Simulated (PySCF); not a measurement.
**Functional benchmark on one molecule**

Molecule: SMILES CCCC(=O)Cl, C4H7ClO.

Structure with atom numbers: `[CH3:1][CH2:2][CH2:3][C:4](=[O:5])[Cl:6]`; H(Xn) means a hydrogen on atom n.

Geometry PBE0-D3(BJ)/def2-SVP throughout; GIAO in PySCF 2.14, gas phase, one conformer, non-relativistic; equivalent atoms averaged; basis pcSseg-1.

Reference values (measured; solution, not stated per compound (mostly CDCl3 or CCl4); Pretsch, Buehlmann, Badertscher, Structure Determination of Organic Compounds, 4th ed. (2009)): δ(C3) = 48.9 ppm, δ(C2) = 18.8 ppm, δ(C1) = 13.0 ppm, δ(H(C3)) = 2.87 ppm, δ(H(C2)) = 1.74 ppm, δ(H(C1)) = 1.00 ppm. Computed shifts are taken against TMS, calculated as an isolated molecule at each level.

Q: How do the functionals WP04, B97-2, BHandHLYP, CAM-B3LYP, wB97X-D, LC-wPBE perform against the reference? Times are CPU seconds on 1 thread of an Arm Neoverse V1, shared host.

A: 
```tsv
functional	kind	C3	C2	C1	H(C3)	H(C2)	H(C1)	mean abs. error C	mean abs. error H	core-s
WP04	global hybrid	52.0	23.3	16.2	2.56	1.49	0.92	3.6	0.21	11
B97-2	global hybrid	50.8	21.1	15.0	2.57	1.47	0.94	2.1	0.21	11
BHandHLYP	global hybrid	50.6	20.0	14.5	2.46	1.45	0.96	1.5	0.25	10
CAM-B3LYP	range-separated hybrid	52.2	20.3	14.2	2.51	1.44	0.94	2.0	0.24	14
wB97X-D	range-separated hybrid	51.3	19.9	14.4	2.51	1.42	0.93	1.6	0.25	14
LC-wPBE	range-separated hybrid	49.7	18.0	13.4	2.43	1.37	0.90	0.7	0.30	22
```

For 13C the closest is LC-wPBE (0.7 ppm) and the furthest WP04 (3.6 ppm).

For 1H the closest is B97-2 (0.21 ppm, with WP04 practically level) and the furthest LC-wPBE (0.30 ppm). One molecule is a small sample, and vibrational and solvent effects are absent from the calculation.
